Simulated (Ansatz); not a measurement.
How far each method lies from RCCSDTQ for H$_{2}$Si–Si, singlet

Geometry: a PBE0/def2-TZVP stationary point for this spin, not checked as a minimum.

```yaml
atoms:
  - { symbol: Si, position_ang: [0.0000, 0.0000, 1.0300] }
  - { symbol: Si, position_ang: [0.0000, 0.0000, -1.1633] }
  - { symbol: H, position_ang: [0.0000, 1.2361, 1.8580] }
  - { symbol: H, position_ang: [0.0000, -1.2361, 1.8580] }
```

Basis cc-pVDZ; Ansatz 0.2.0. Correlated methods freeze the noble-gas cores, which leaves 10 electrons in 36 orbitals. Prefix R: restricted or restricted open-shell reference; prefix U: unrestricted. Active spaces: valence = (10e, 10o) chosen from the atoms' valence shells.

Full CI isn't at hand for all of this; RCCSDTQ serves as the reference, and is uncertain by about the last step of the cluster series. The frozen core follows each run's orbitals, which can shift R against U totals by a few meV.

Unrestricted rows (U) aren't spin-pure: their determinants' ⟨S²⟩ exceeds S(S+1) by up to 0.74, so they mix in states of higher spin.

```
UHF ⟨S²⟩                          : 0.735
T1 diagnostic (RCCSD)             : 0.0198
largest doubles amplitude (RCCSD) : 0.164
```

```csv
level,E − E(RCCSDTQ) (mEh),share of correlation (%),wall time
RHF,222.46,0.00,–
UHF,217.12,2.40,2.2 s
RMP2,51.37,76.91,–
CISD,31.37,85.90,0.69 s
RCCSD,11.00,95.06,–
RCCSD(T),2.19,99.02,0.73 s
BCCD(T),2.17,99.02,0.69 s
RCCSDT,0.74,99.67,–
RCCSDT(Q),0.04,99.98,3.3 s
CASSCF (valence space),132.03,40.65,–
NEVPT2 (valence space),37.69,83.06,6 s
MRCISD (valence space),10.89,95.11,–
MRCISD+Q (valence space),1.35,99.39,11 s (H100)
```

The correlation energy at RCCSDTQ, counted from RHF, is -6.053 eV. That run took 15 s on 2 threads of AMD EPYC 7R13 with a shared H100 80 GB, shared host.

Times hold each run's SCF and search for its determinant on a shared host, so for small cases they say little of a method's own cost; rows without a card ran on 1 thread of AMD EPYC 7R13.

Natural occupations of CASSCF (valence space) about the gap: 1.983 1.974 1.971 1.920 1.899 0.104 0.070 0.039 0.022 0.019; effectively unpaired electrons, Σ n²(2−n)², 0.13.

Atomization energy (electronic, same basis, no zero-point term; atoms at the same level, unrestricted beside the R rows where the molecule is a closed shell, with restricted open-shell steps beyond CCSDT(Q)) at RCCSDTQ: 820.5 kJ/mol. Errors of other levels:

| level | error (kJ/mol) |
| --- | --- |
| RHF | -240.4 |
| UHF | -226.4 |
| RMP2 | -27.1 |
| CISD | -72.0 |
| RCCSD | -21.3 |
| RCCSD(T) | -3.4 |
| BCCD(T) | -3.2 |
| RCCSDT | -1.7 |
| RCCSDT(Q) | -0.1 |
| CASSCF (valence space) | -53.3 |
| NEVPT2 (valence space) | -22.4 |
| MRCISD (valence space) | -22.4 |
| MRCISD+Q (valence space) | -12.2 |

This basis is far from its limit, so the value isn't to be set against a measured one. Truncated CI isn't size-consistent, which counts against it in atomization.
